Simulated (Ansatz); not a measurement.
For Pt (model structure, started from the omega type, P6/mmm, No. 191, 3 atoms in the cell), PBEsol (PAW; Ansatz, a first-principles code) gives:

| Property | Result |
|---|---|
| equilibrium lattice constant a | 4.470 Å |
| lattice parameter c | 2.671 Å |

Problem. What does PBE-D3(BJ) (Ansatz, PAW) give for the same quantities?

Solution. 
- lattice constant a: 4.483 Å (goes up by 0.3 %)
- lattice parameter c: 2.678 Å (grows by 0.3 %)

Changes are worked out from the printed values.

Unless a cell is named, each level is at its own relaxed cell (PBEsol 15.41, PBE-D3(BJ) 15.54 Å³/atom).

Levels without +SOC leave out spin–orbit coupling, which shifts energies and cells of such heavy elements.

Ansatz's density-functional and Hartree–Fock values are scalar-relativistic unless marked +SOC, with PAW data made under PBE.

A model structure was made by putting elements into a prototype or built by hand; it is no filed structure, need not be a known phase, and can be a saddle point held by its symmetry.
